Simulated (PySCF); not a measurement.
# TDDFT beside published excitation energies

Published values to compare with (the computed states carry no symmetry labels, so the two lists aren't matched line by line):

| state | E (eV) | f | kind of transition | source |
| --- | --- | --- | --- | --- |
| A 1Π | 2.87 |  | Te (adiabatic, minimum to minimum, no zero-point energy) | [1] |
| C' 1Δ | 5.70 |  | Te (adiabatic, minimum to minimum, no zero-point energy) | [1] |
| C 1Σ+ | 6.85 |  | Te (adiabatic, minimum to minimum, no zero-point energy) | [1] |

[1] measured, gas; Huber, Herzberg, Constants of Diatomic Molecules, NIST Chemistry WebBook

Species: boron monohydride, BH (singlet state).
InChI=1S/BH/h1H

Computed with TDDFT B3LYP/def2-SVPD, vertical, gas phase, core orbitals frozen in the response in PySCF. Isolated species at its PBE0-D3(BJ)/def2-SVP geometry, gas phase.

Computed singlets: 2.67 eV (f 0.045 summed over 2 states); 6.29 eV (f 0.120); 8.99 eV (f 0.270); 9.11 eV (f 0.024 summed over 2 states); 9.34 eV (f 0.000 summed over 2 states); 10.01 eV (f 0.121) [of 10 roots; the last level is left out, as the window may have cut its degenerate partner]. Computed triplets (Tamm–Dancoff): 0.99, 0.99, 6.07 eV.

Adiabatic (Te) and 0-0 energies refer to the relaxed excited state and aren't the vertical quantity computed here.

The vertical ionisation energy is 9.69 eV (ΔSCF), so S9 and higher lie in the continuum; a finite Gaussian basis only mimics such states.
